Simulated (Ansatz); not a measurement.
**C2H5Li (SMILES [Li][CH2]C): one structure at several levels**

How do the functionals fare away from a minimum? The structure is a structure displaced at random from a GFN2-xTB minimum.

Method: single points in def2-TZVPP; program: Ansatz 0.2.0, Gaussian basis.

Correlated methods freeze the cores. The outer core shell of Li, Na, Mg and K is correlated.

### Step 1. Starting geometry

SMILES `[Li][CH2]C`, 8 atoms, charge 0, spin multiplicity 1.

Atoms are counted from 1 here; the program's logs count them from 0.

Bond lengths: Li1–C2 1.860 Å, C2–C3 1.573 Å, C2–H4 1.156 Å, C2–H5 1.012 Å, C3–H6 1.141 Å, C3–H7 1.091 Å, C3–H8 1.046 Å. Angles: Li1–C2–C3 106.6°, Li1–C2–H4 118.6°, Li1–C2–H5 117.0°, C3–C2–H4 102.0°, C3–C2–H5 106.0°, H4–C2–H5 105.1°, C2–C3–H6 112.0°, C2–C3–H7 115.7°, C2–C3–H8 113.9°, H6–C3–H7 102.6°, H6–C3–H8 109.3°, H7–C3–H8 102.4°.

As a file:

```
Li   -1.49430    1.52310   -0.27680
C    -0.17610    0.29030   -0.72520
C     0.24380   -0.42320    0.61190
H    -0.46240   -0.60610   -1.39600
H     0.67840    0.65610   -1.12580
H     0.66900    0.31310    1.37340
H     1.04160   -1.16240    0.52380
H    -0.52480   -0.97520    1.05750
```

### Step 2. CCSD(T)/def2-TZVPP

File run/in.yaml:

```yaml
crystal:
  periodic: [false, false, false]
  atoms:
    - {symbol: Li, position_ang: [-1.494300, 1.523100, -0.276800]}
    - {symbol: C, position_ang: [-0.176100, 0.290300, -0.725200]}
    - {symbol: C, position_ang: [0.243800, -0.423200, 0.611900]}
    - {symbol: H, position_ang: [-0.462400, -0.606100, -1.396000]}
    - {symbol: H, position_ang: [0.678400, 0.656100, -1.125800]}
    - {symbol: H, position_ang: [0.669000, 0.313100, 1.373400]}
    - {symbol: H, position_ang: [1.041600, -1.162400, 0.523800]}
    - {symbol: H, position_ang: [-0.524800, -0.975200, 1.057500]}
basis:
  gaussian: {orbitals: def2-TZVPP}
correlation: {method: ccsd_t}
output: {forces: true}
```

No record of the launch command was kept for these runs.

### Step 3. PBE0-D4/def2-TZVPP

run/in.yaml, as its differences from that of step 2:

```diff
@@ -13,3 +13,3 @@
   gaussian: {orbitals: def2-TZVPP}
-correlation: {method: ccsd_t}
-output: {forces: true}
+hamiltonian: {xc: pbe0, dispersion: d4}
+output: {forces: true, orbitals: {seedname: orbitals}}
```

### Step 4. wB97M-V/def2-TZVPP

run/in.yaml, as its differences from that of step 3:

```diff
@@ -13,3 +13,3 @@
   gaussian: {orbitals: def2-TZVPP}
-hamiltonian: {xc: pbe0, dispersion: d4}
-output: {forces: true, orbitals: {seedname: orbitals}}
+hamiltonian: {xc: {name: wB97M-V}}
+output: {forces: true}
```

### Step 5. r2SCAN-D4/def2-TZVPP

run/in.yaml, as its differences from that of step 4:

```diff
@@ -13,3 +13,3 @@
   gaussian: {orbitals: def2-TZVPP}
-hamiltonian: {xc: {name: wB97M-V}}
+hamiltonian: {xc: r2scan, dispersion: d4}
 output: {forces: true}
```

### Step 6. PBE-D4/def2-TZVPP

run/in.yaml, as its differences from that of step 5:

```diff
@@ -13,3 +13,3 @@
   gaussian: {orbitals: def2-TZVPP}
-hamiltonian: {xc: r2scan, dispersion: d4}
+hamiltonian: {xc: pbe, dispersion: d4}
 output: {forces: true}
```

### Step 7. CAM-B3LYP-D4/def2-TZVPP

run/in.yaml, as its differences from that of step 6:

```diff
@@ -13,3 +13,3 @@
   gaussian: {orbitals: def2-TZVPP}
-hamiltonian: {xc: pbe, dispersion: d4}
+hamiltonian: {xc: {name: CAM-B3LYP}, dispersion: d4}
 output: {forces: true}
```

### Step 8. r2SCAN0-D4/def2-TZVPP

run/in.yaml, as its differences from that of step 7:

```diff
@@ -13,3 +13,3 @@
   gaussian: {orbitals: def2-TZVPP}
-hamiltonian: {xc: {name: CAM-B3LYP}, dispersion: d4}
+hamiltonian: {xc: {name: r2SCAN0}, dispersion: d4}
 output: {forces: true}
```

(Steps that only read results are left out.)

Before running it: what results should come out? Wanted: energy less free atoms, CCSD(T)/def2-TZVPP; RMS force component; RMS force error; HOMO and LUMO, PBE0-D4; T1 diagnostic.

**Answer**, as computed:

| quantity | value |
| --- | --- |
| energy less free atoms, CCSD(T)/def2-TZVPP | -2597.9 kJ/mol |
| RMS force component | 1.380 to 1.413 eV/Å over the methods |
| RMS force error | PBE0-D4 0.091, wB97M-V 0.056, r2SCAN-D4 0.057, PBE-D4 0.137, CAM-B3LYP-D4 0.077, r2SCAN0-D4 0.096 eV/Å |
| HOMO and LUMO, PBE0-D4 | -4.80 and -0.94 eV |
| T1 diagnostic | 0.010 |

Against CCSD(T) the functionals' energies less atoms differ by -91.2 to -34.6 kJ/mol, PBE-D4 by -91.2 kJ/mol. A larger basis would deepen the CCSD(T) value, while the functionals are nearly converged already, so the order here is not reliable. The forces of wB97M-V come nearest to CCSD(T), those of PBE-D4 are farthest. Frozen-core CCSD(T) forces in triple zeta carry basis errors of their own, and this is one geometry, so small gaps rank nothing.
